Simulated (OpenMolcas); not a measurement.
## How the cost of PBE grows with the basis: HNO2 (nitrous acid)

HNO2: 4 atoms, total charge 0, spin state singlet. As SMILES, `O=NO`. Geometry: relaxed at GFN2-xTB.

PBE, energy, OpenMolcas 26.06, on 1 thread of Arm Neoverse V1, shared host. N is the number of basis functions, t the processor time.

| basis | N | t (s) | ln N | ln t |
| --- | --- | --- | --- | --- |
| def2-SVP | 47 | 3.8 | 3.850 | 1.335 |
| def2-SVPD | 74 | 7.2 | 4.304 | 1.974 |
| def2-TZVP | 99 | 13 | 4.595 | 2.565 |
| def2-TZVPD | 126 | 26 | 4.836 | 3.258 |
| def2-TZVPPD | 134 | ? | 4.898 | ? |

Problem. Fit t = C·Nᵖ to the known rows and estimate the time in def2-TZVPPD.

Solution. 
1. Means of the 4 rows: ln N = 4.39625, ln t = 2.2830.
2. Σ(Δln N)² = 0.53978, Σ(Δln N·Δln t) = 1.0312, so the slope is 1.0312/0.53978 = 1.9104.
3. Intercept: 2.2830 − (1.9104) × 4.39625 = -6.1156. The largest residual of the fit is 0.135.
4. ln t = -6.1156 + 1.9104 × 4.898, so t ≈ 26 s.

The run took 32 s, so the estimate is too short by a factor of about 1.2. The fitted power is 1.9, with the electron count fixed.
